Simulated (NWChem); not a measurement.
The numbers come from NWChem runs, not from measurements. System: propene (C$_{3}$H$_{6}$), charge 0, spin multiplicity 1, at a geometry optimised with PBE0/def2-SVP. Level: RHF/6-31G* (spherical d).

Input file:

```
start mol
memory heap 200 mb stack 900 mb global 1100 mb
geometry units angstroms nocenter noautoz
  C      0.251373     1.216148     0.000000
  C     -0.459434    -0.096628     0.000000
  C      0.125646    -1.295327     0.000000
  H     -0.024077     1.817183    -0.882952
  H     -0.024077     1.817183     0.882952
  H      1.344067     1.088526     0.000000
  H     -1.556478    -0.050605     0.000000
  H      1.215992    -1.399611     0.000000
  H     -0.460938    -2.217837     0.000000
  symmetry group Cs
end
basis spherical
  * library 6-31g*
end
scf
  rhf
  nopen 0
  maxiter 100
  thresh 1e-7
  semidirect memsize 60000000 filesize 0
end
task scf energy
```

Part of the output:

```
             Northwest Computational Chemistry Package (NWChem) 7.3.0
             --------------------------------------------------------

                                NWChem Input Module
                                -------------------

 Scaling coordinates for geometry "geometry" by  1.889725989
 (inverse scale =  0.529177249)

 Turning off AUTOSYM since
 SYMMETRY directive was detected!

                             Geometry "geometry" -> ""
                             -------------------------

 Output coordinates in angstroms (scale by  1.889725989 to convert to a.u.)

  No.       Tag          Charge          X              Y              Z
 ---- ---------------- ---------- -------------- -------------- --------------
    1 C                    6.0000     0.25137300     1.21614800     0.00000000
    2 C                    6.0000    -0.45943400    -0.09662800     0.00000000
    3 C                    6.0000     0.12564600    -1.29532700     0.00000000
    4 H                    1.0000    -0.02407700     1.81718300    -0.88295200
    5 H                    1.0000    -0.02407700     1.81718300     0.88295200
    6 H                    1.0000     1.34406700     1.08852600     0.00000000
    7 H                    1.0000    -1.55647800    -0.05060500     0.00000000
    8 H                    1.0000     1.21599200    -1.39961100     0.00000000
    9 H                    1.0000    -0.46093800    -2.21783700     0.00000000

 Effective nuclear repulsion energy (a.u.)      70.5701132332

            Nuclear Dipole moment (a.u.)
            ----------------------------
        X                 Y               Z
 ---------------- ---------------- ----------------
    -0.0000018897    -0.0000056692     0.0000000000

      Symmetry information
      --------------------

 Group name             Cs
 Group number              2
 Group order               2
 No. of unique centers     8

      Symmetry unique atoms

     1    2    3    4    6    7    8    9


 Summary of "ao basis" -> "" (spherical)
 ------------------------------------------------------------------------------
[...]
   Bfn.  Coefficient  Atom+Function         Bfn.  Coefficient  Atom+Function
  ----- ------------  ---------------      ----- ------------  ---------------
    33      0.376583  3 C  pz                19      0.350463  2 C  pz
    37      0.318741  3 C  pz                23      0.292506  2 C  pz

 Vector   13  Occ=0.000000D+00  E= 1.879110D-01  Symmetry=a"
              MO Center= -1.5D-01, -5.5D-01, -8.2D-16, r^2= 2.6D+00
   Bfn.  Coefficient  Atom+Function         Bfn.  Coefficient  Atom+Function
  ----- ------------  ---------------      ----- ------------  ---------------
    37     -0.717981  3 C  pz                23      0.713994  2 C  pz
    19      0.362564  2 C  pz                33     -0.331042  3 C  pz
    44      0.291860  4 H  s                 46     -0.291860  5 H  s

 Vector   14  Occ=0.000000D+00  E= 2.527015D-01  Symmetry=a'
              MO Center= -4.7D-02,  5.8D-01, -4.8D-16, r^2= 5.9D+00
   Bfn.  Coefficient  Atom+Function         Bfn.  Coefficient  Atom+Function
  ----- ------------  ---------------      ----- ------------  ---------------
     6      1.967316  1 C  s                 44     -0.975709  4 H  s
    46     -0.975709  5 H  s                 48     -0.810720  6 H  s
    50     -0.809853  7 H  s                 54     -0.774939  9 H  s
    34      0.720617  3 C  s                 20      0.656161  2 C  s
    21     -0.482727  2 C  px                52     -0.476062  8 H  s

 Vector   15  Occ=0.000000D+00  E= 2.797460D-01  Symmetry=a'
              MO Center=  1.9D-01, -1.3D-01, -5.2D-18, r^2= 5.3D+00
   Bfn.  Coefficient  Atom+Function         Bfn.  Coefficient  Atom+Function
  ----- ------------  ---------------      ----- ------------  ---------------
    50     -1.244891  7 H  s                 48      1.214327  6 H  s
    52      1.066110  8 H  s                  6     -0.904544  1 C  s
    20      0.804771  2 C  s                 35     -0.678558  3 C  px
     7     -0.543171  1 C  px                54     -0.523022  9 H  s
    21     -0.433612  2 C  px                34     -0.263173  3 C  s

 center of mass
 --------------
 x =  -0.02205012 y =  -0.04703718 z =   0.00000000

 moments of inertia (a.u.)
 ------------------
         193.995627914322         -10.772872035104           0.000000000000
         -10.772872035104          39.331980633679           0.000000000000
           0.000000000000           0.000000000000         222.104401386166

  Mulliken analysis of the total density
  --------------------------------------

    Atom       Charge   Shell Charges
 -----------   ------   -------------------------------------------------------
    1 C    6     6.53   2.00  0.64  2.06  0.69  1.09  0.05
    2 C    6     6.12   2.00  0.67  1.96  0.52  0.92  0.05
    3 C    6     6.40   2.00  0.67  1.97  0.60  1.13  0.04
    4 H    1     0.83   0.52  0.31
    5 H    1     0.83   0.52  0.31
    6 H    1     0.83   0.52  0.30
    7 H    1     0.82   0.52  0.30
    8 H    1     0.83   0.52  0.31
    9 H    1     0.82   0.52  0.30

       Multipole analysis of the density wrt the origin
       ------------------------------------------------

     L   x y z        total         open         nuclear
     -   - - -        -----         ----         -------
     0   0 0 0     -0.000000      0.000000     24.000000

     1   1 0 0     -0.025681      0.000000     -0.000002
     1   0 1 0      0.121432      0.000000     -0.000006
     1   0 0 1     -0.000000      0.000000      0.000000

     2   2 0 0    -14.066344      0.000000     27.360527
     2   1 1 0     -0.155907      0.000000      6.780638
     2   1 0 1      0.000000      0.000000      0.000000
     2   0 2 0    -14.279391      0.000000    120.226378
     2   0 1 1     -0.000000      0.000000      0.000000
     2   0 0 2    -16.291714      0.000000      5.568034

 Task  times  cpu:        0.4s     wall:        0.4s

 Total times  cpu:        0.4s     wall:        0.4s
```
